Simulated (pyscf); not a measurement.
This saddle point was located with ωB97X-D3(BJ)/def2-SVP in PySCF.

```
Si
N 1 1.7394
H 2 1.0156 1 121.82
H 2 1.0156 3 111.42 1 155.57
H 1 1.4914 2 99.64 3 -171.64
H 1 1.4914 5 132.51 2 -112.67
H 1 1.6818 5 84.54 2 169.87
Si 7 1.7317 1 100.49 5 -113.12
H 8 1.4942 7 85.32 1 -119.10
H 8 1.4943 9 121.05 7 81.66
H 8 1.5197 9 102.23 7 -165.80
H 8 1.6263 9 117.17 7 -73.70
```

Surface: singlet, charge 0. Lowest wavenumbers (cm⁻¹): 380i, 141, 200, 296, 364.

**Question.** Which two sides does it connect, and which bonds change?

**Answer.** silylamine (H₂N–SiH₃) + silane (SiH₄) ⇌ silylamine (H₂N–SiH₃) + silane (SiH₄), a four-centre exchange read from left to right: H–Si, H–Si broken and H–Si, H–Si formed. At CCSD(T)/def2-TZVPP + ΔMP2(QZVPP) it lies +190.5 kJ/mol from the left side and +190.5 kJ/mol from the right (each side as separated species at their lowest minima found). At the saddle there is also a short Si–Si contact that neither side keeps. One saddle was located; it need not be the lowest between these sides. The CCSD(T) − MP2 part came from Ansatz, without density fitting, on the same reference.
